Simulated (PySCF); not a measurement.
Shieldings and the share of exact exchange

Molecule: `CC#CCS`, C4H6S.

Mapped SMILES: `[CH3:1][C:2]#[C:3][CH2:4][SH:5]` (H(Xn): hydrogen on atom n).

GIAO shieldings (ppm, equivalent atoms averaged) in PySCF on the PBE0-D3(BJ)/def2-SVP geometry, basis pcSseg-2, gas phase, non-relativistic:

| functional | exact exchange (%) | σ(C2) | σ(C3) | σ(C4) | σ(C1) |
| --- | --- | --- | --- | --- | --- |
| BLYP | 0 | 90.8 | 91.6 | 152.8 | 170.3 |
| BP86 | 0 | 93.8 | 95.1 | 157.6 | 174.1 |
| PBE | 0 | 93.6 | 94.9 | 158.0 | 174.7 |
| B3LYP | 20 | 93.5 | 94.9 | 158.9 | 174.9 |
| PBE0 | 25 | 96.8 | 98.9 | 164.9 | 179.6 |
| BHandHLYP | 50 | 97.4 | 99.7 | 166.5 | 180.4 |
| HF | 100 | 104.4 | 108.4 | 177.3 | 188.0 |

Problem. Fit each shielding as a line in the percentage of exact exchange.

Solution. σ(C2) = 92.6 + 0.11 x (rms 1.2 ppm); σ(C3) = 93.7 + 0.14 x (rms 1.4 ppm); σ(C4) = 156.4 + 0.21 x (rms 2.1 ppm); σ(C1) = 173.3 + 0.15 x (rms 1.7 ppm). The functionals also differ in their semilocal parts, which the line can't hold; Hartree–Fock has no correlation at all.

Problem. What does the line predict for mPW1PW91 (25 %), and what does the run give?

Solution. σ(C2): 95.3 predicted, 96.4 computed; σ(C3): 97.2 predicted, 98.5 computed; σ(C4): 161.7 predicted, 164.0 computed; σ(C1): 177.1 predicted, 178.7 computed ppm.
